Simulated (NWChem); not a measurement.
System: ethanol (C2H6O); SMILES CCO

Input file for NWChem:

```
start job
memory heap 200 mb stack 900 mb global 1100 mb
geometry units angstroms noautoz
  C      0.248698    -1.203641     0.033018
  C     -0.541542     0.090016    -0.018908
  O      0.265684     1.233055     0.084748
  H     -0.416728    -2.080766     0.008403
  H      0.852809    -1.250118     0.951796
  H      0.934462    -1.285843    -0.827244
  H     -1.165352     0.112434    -0.936439
  H     -1.242518     0.134033     0.830254
  H      0.876841     1.231942    -0.659191
end
basis spherical
  * library def2-tzvpd
end
dft
  xc xtpss03 ctpss03
  iterations 150
  mulliken
end
task dft energy
```

Parts of the log:

```
             Northwest Computational Chemistry Package (NWChem) 7.3.0
             --------------------------------------------------------

 C1  symmetry detected

                             Geometry "geometry" -> ""
                             -------------------------

 Output coordinates in angstroms (scale by  1.889725989 to convert to a.u.)

  No.       Tag          Charge          X              Y              Z
 ---- ---------------- ---------- -------------- -------------- --------------
    1 C                    6.0000     0.25314751    -1.20276931     0.02909792
    2 C                    6.0000    -0.55064000     0.08270499    -0.01786439
    3 O                    8.0000     0.24615839     1.23413278     0.07281577
    4 H                    1.0000    -0.40364012    -2.08661106     0.01496622
    5 H                    1.0000     0.86821554    -1.24012328     0.94099662
    6 H                    1.0000     0.92977362    -1.28093622    -0.83874261
    7 H                    1.0000    -1.18514782     0.09580757    -0.92821200
    8 H                    1.0000    -1.24221890     0.12249936     0.83917469
    9 H                    1.0000     0.84870549     1.23668736    -0.67811021

 Effective nuclear repulsion energy (a.u.)      81.8777764993

                                 NWChem DFT Module
                                 -----------------

 Summary of "ao basis" -> "ao basis" (spherical)
 ------------------------------------------------------------------------------
       Tag                 Description            Shells   Functions and Types
 ---------------- ------------------------------  ------  ---------------------
 C                         def2-tzvpd               13       37   6s3p3d1f
 O                         def2-tzvpd               14       40   6s4p3d1f
 H                         def2-tzvpd                5        9   3s2p

            General Information
            -------------------
          SCF calculation type: DFT
          Wavefunction type:  closed shell.
          No. of atoms     :     9
          No. of electrons :    26
           Alpha electrons :    13
            Beta electrons :    13
          Charge           :     0
          Spin multiplicity:     1
          Use of symmetry is: off; symmetry adaption is: off
          Maximum number of iterations: 150
          AO basis - number of functions:   168
                     number of shells:    70
          Convergence on energy requested:  1.00D-06
          Convergence on density requested:  1.00D-05
          Convergence on gradient requested:  5.00D-04

              XC Information
              --------------
                  TPSS metaGGA Exchange Functional  1.000
             TPSS03 metaGGA Correlation Functional  1.000

             Grid Information
             ----------------
          Grid used for XC integration:  medium
          Radial quadrature: Mura-Knowles
          Angular quadrature: Lebedev.
          Tag              B.-S. Rad. Rad. Pts. Rad. Cut. Ang. Pts.
          ---              ---------- --------- --------- ---------
          C                   0.70       49          11.0       434
          O                   0.60       49          11.0       434
          H                   0.35       45          12.0       434
          Grid pruning is: on
          Number of quadrature shells:   417
          Spatial weights used:  Erf1

      Superposition of Atomic Density Guess
      -------------------------------------

 Sum of atomic energies:        -153.12594593

      Non-variational initial energy
      ------------------------------

 Total energy =    -154.816851
 1-e energy   =    -368.606485
 2-e energy   =     131.911858
 HOMO         =      -0.368712
 LUMO         =       0.037097

     ---------------------------------------------
      Total Density - Mulliken Population Analysis
     ---------------------------------------------

    Atom       Charge   Shell Charges
 -----------   ------   -------------------------------------------------------
    1 C    6     6.70   0.86  1.12  0.56  0.68  0.12 -0.00  1.27  1.40  0.64  0.01  0.04 -0.00  0.00
    2 C    6     5.94   0.86  1.12  0.53  0.65  0.07  0.01  1.10  1.18  0.28  0.03  0.11 -0.01  0.01
    3 O    8     8.68   0.79  1.18  0.59  0.95  0.23 -0.02  1.97  2.14  0.79  0.02  0.00  0.02  0.01  0.00
    4 H    1     0.78   0.24  0.44  0.05  0.02  0.02
    5 H    1     0.81   0.24  0.45  0.07  0.02  0.03
    6 H    1     0.78   0.24  0.45  0.05  0.02  0.02
    7 H    1     0.86   0.25  0.47  0.10  0.02  0.02
    8 H    1     0.87   0.25  0.47  0.11  0.02  0.02
    9 H    1     0.58   0.20  0.26  0.08  0.04  0.00

   convergence    iter        energy       DeltaE   RMS-Dens  Diis-err
 ---------------- ----- ----------------- --------- --------- ---------
 d= 0,ls=0.0,diis     1   -155.0698978605 -2.37D+02  8.36D-03  5.53D-01
 d= 0,ls=0.0,diis     2   -155.0400204300  2.99D-02  3.79D-03  9.22D-01
 d= 0,ls=0.0,diis     3   -155.1181235418 -7.81D-02  7.62D-04  8.85D-02
 d= 0,ls=0.0,diis     4   -155.1249125677 -6.79D-03  2.58D-04  3.93D-03
 d= 0,ls=0.0,diis     5   -155.1252898045 -3.77D-04  9.19D-05  4.58D-04
  Resetting Diis
 d= 0,ls=0.0,diis     6   -155.1253440066 -5.42D-05  1.97D-05  8.89D-06
 d= 0,ls=0.0,diis     7   -155.1253449836 -9.77D-07  8.24D-06  4.79D-07

         Total DFT energy =     -155.125344983563
      One electron energy =     -371.910785619620
           Coulomb energy =      156.639955257227
    Exchange-Corr. energy =      -21.732291120490
 Nuclear repulsion energy =       81.877776499319

 Numeric. integr. density =       26.000001224974

                       DFT Final Molecular Orbital Analysis
                       ------------------------------------

 Vector   11  Occ=2.000000D+00  E=-3.347392D-01
              MO Center=  1.7D-01, -5.0D-01, -3.6D-02, r^2= 2.7D+00
   Bfn.  Coefficient  Atom+Function         Bfn.  Coefficient  Atom+Function
  ----- ------------  ---------------      ----- ------------  ---------------
   134      0.208123  6 H  s                  9     -0.185784  1 C  pz
    15     -0.173606  1 C  pz                82      0.162032  3 O  py
   116     -0.145757  4 H  s                  7      0.144861  1 C  px
    83      0.139225  3 O  pz                13      0.138513  1 C  px
    12     -0.135073  1 C  pz               133      0.135177  6 H  s

 Vector   12  Occ=2.000000D+00  E=-2.884771D-01
              MO Center= -1.5D-01,  4.1D-01,  8.8D-02, r^2= 2.4D+00
   Bfn.  Coefficient  Atom+Function         Bfn.  Coefficient  Atom+Function
  ----- ------------  ---------------      ----- ------------  ---------------
    83      0.210773  3 O  pz                82      0.205902  3 O  py
    52     -0.196823  2 C  pz                79      0.185524  3 O  s
    46     -0.184386  2 C  pz               152     -0.177657  8 H  s
    86      0.169247  3 O  pz                85      0.167557  3 O  py
    80      0.134131  3 O  s                161     -0.131387  9 H  s

 Vector   13  Occ=2.000000D+00  E=-2.337955D-01
              MO Center=  6.5D-02,  7.9D-01, -3.8D-02, r^2= 1.7D+00
   Bfn.  Coefficient  Atom+Function         Bfn.  Coefficient  Atom+Function
  ----- ------------  ---------------      ----- ------------  ---------------
     5      0.281600  1 C  s                 81      0.282000  3 O  px
    84      0.235225  3 O  px                83      0.228724  3 O  pz
    82     -0.222195  3 O  py               144     -0.205675  7 H  s
    50     -0.198049  2 C  px                86      0.191405  3 O  pz
    85     -0.185279  3 O  py                87      0.184781  3 O  px

 Vector   14  Occ=0.000000D+00  E=-8.657305D-03
              MO Center=  4.6D-01,  2.7D-01, -8.4D-01, r^2= 8.3D+00
   Bfn.  Coefficient  Atom+Function         Bfn.  Coefficient  Atom+Function
  ----- ------------  ---------------      ----- ------------  ---------------
     5      3.129450  1 C  s                 43      2.032183  2 C  s
   135     -2.036010  6 H  s                 80     -1.256563  3 O  s
   144     -1.248435  7 H  s                126     -1.101194  5 H  s
    42      1.048091  2 C  s                117     -0.781897  4 H  s
     6      0.724565  1 C  s                 91      0.520156  3 O  py

 Vector   15  Occ=0.000000D+00  E= 2.010995D-02
              MO Center= -8.1D-03, -5.7D-01, -5.3D-03, r^2= 1.1D+01
   Bfn.  Coefficient  Atom+Function         Bfn.  Coefficient  Atom+Function
  ----- ------------  ---------------      ----- ------------  ---------------
   117     -3.727352  4 H  s                  5      3.527244  1 C  s
   153     -3.179946  8 H  s                  6      2.121413  1 C  s
    42      1.800736  2 C  s                 80     -1.253421  3 O  s
    50     -1.223584  2 C  px                52      1.070891  2 C  pz
   162      0.958613  9 H  s                 65      0.779348  2 C  d  0

 Vector   16  Occ=0.000000D+00  E= 2.812576D-02
              MO Center= -5.1D-01, -3.4D-01, -1.2D-01, r^2= 1.1D+01
   Bfn.  Coefficient  Atom+Function         Bfn.  Coefficient  Atom+Function
  ----- ------------  ---------------      ----- ------------  ---------------
    43      4.749955  2 C  s                 80     -3.123028  3 O  s
     6     -2.993022  1 C  s                135      2.128874  6 H  s
   162      1.546177  9 H  s                117     -1.537460  4 H  s
   126      1.534558  5 H  s                144     -1.528501  7 H  s
    42      1.201108  2 C  s                153     -1.167260  8 H  s

     ---------------------------------------------
      Total Density - Mulliken Population Analysis
     ---------------------------------------------

[...]
```

Level: TPSS/def2-TZVPD. All runs use the structure optimised with PBE0/def2-SVP.
